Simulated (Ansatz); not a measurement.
Geometry optimisation, Ansatz, UKS BHLYP-D4/def2-SVP.

input.yaml

```yaml
crystal:
  periodic: [false, false, false]
  atoms:
    - { symbol: H, position_ang: [0.13184, 0.462575, 0.14449] }
    - { symbol: C, position_ang: [-0.273341, -0.509484, -0.106347] }
    - { symbol: F, position_ang: [0.66954, -1.439903, 0.090112] }
    - { symbol: F, position_ang: [-0.625766, -0.517352, -1.397952] }
    - { symbol: Cl, position_ang: [1.2467, 2.765051, 0.769491] }
    - { symbol: H, position_ang: [-1.148973, -0.760888, 0.500205] }
magnetization:
  spin_polarized: true
  initial_magnetization: 1
basis:
  gaussian: { orbitals: def2-SVP }
hamiltonian:
  xc: { name: BHLYP }
  dispersion: d4
relax:
  f_tol: 0.03
  max_steps: 50
output:
  orbitals: {}
```

Command:

```bash
$ ansatz run input.yaml --threads 2 --pin off --max-ram 3072MiB --backend cpu --events-out ev --progress --plain --runs-dir out
```

Q: Where does it end, and by what steps?

A: The run converged. After 3 steps the energy has fallen by 0.013 eV; Cl5 moved furthest, 0.20 Å.

| step | energy less start (eV) | largest force component (eV/Å) | accepted |
| --- | --- | --- | --- |
| 0 | 0.0000 | 0.339 | yes |
| 1 | -0.0056 | 0.100 | yes |
| 2 | -0.0123 | 0.035 | yes |
| 3 | -0.0132 | 0.007 | yes |

```xyz
6
Properties=species:S:1:pos:R:3
H 0.110 0.437 0.138
C -0.291 -0.546 -0.117
F 0.657 -1.470 0.081
F -0.641 -0.555 -1.408
Cl 1.331 2.935 0.817
H -1.166 -0.802 0.489
```

Time of the run: 29 s on 2 threads of Arm Neoverse V2 (shared host), peak memory 0.19 GiB.
